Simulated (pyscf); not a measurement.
5 gas-phase steps of one pattern: four-centre exchange on the singlet surface, As–O + H–H or H–H + O–P broken and As–H + H–O or H–O + H–P formed. Single points on ωB97X-D3(BJ)/def2-SVP structures (PySCF, gas phase). Electronic energies in kJ/mol, from the separated reactants; ΔE‡ at ωB97M-D3(BJ)/def2-TZVP, beside the barrier at B3LYP-D3(BJ)/def2-TZVP on the same structures. Rows were drawn at random from the steps of this pattern with a verified saddle, stable references and no exit in the data more than 5 kcal/mol lower.

```csv
row,step,ΔE‡(B3LYP-D3(BJ)),ΔE‡
1,HO–AsH–AsH₂ (SMILES O[AsH][AsH2]) + H₂ (SMILES [H][H]) → H₂As–AsH₂ (SMILES [AsH2][AsH2]) + H₂O (SMILES O),197.9,202.4
2,HO–As=AsH (SMILES O[As]=[AsH]) + H₂ (SMILES [H][H]) → HAs=AsH (SMILES [AsH]=[AsH]) + H₂O (SMILES O),171.0,176.0
3,HO–As(OH)–OH (SMILES O[As](O)O) + H₂ (SMILES [H][H]) → HO–AsH–OH (SMILES O[AsH]O) + H₂O (SMILES O),197.6,203.3
4,HO–P(OH)–OH (SMILES OP(O)O) + H₂ (SMILES [H][H]) -> HO–PH–OH (SMILES OPO) + H₂O (SMILES O),258.5,259.7
5,O=P–OH (SMILES O=PO) + H₂ (SMILES [H][H]) → O=PH (SMILES O=P) + H₂O (SMILES O),208.3,?
```

**Question.** Fit ΔE‡ = a + b·ΔE‡(B3LYP-D3(BJ)) to the other rows and predict row 5.

**Answer.** Over the 4 complete rows the means are +206.2 (ΔE‡(B3LYP-D3(BJ))) and 210.4 (ΔE‡); least squares gives b = 0.95 and a = 14.4 kJ/mol, with residuals of 0.7 kJ/mol (root mean square; largest 1.2, row 3). For row 5: 14.4 + 0.95 × (+208.3) = 212.3 kJ/mol. The computed barrier is 214.6 kJ/mol, 2.3 over the line. The line follows the complete rows closely. Each barrier is that of the saddle found. Elements up to Kr have no core potential and no relativistic terms here.
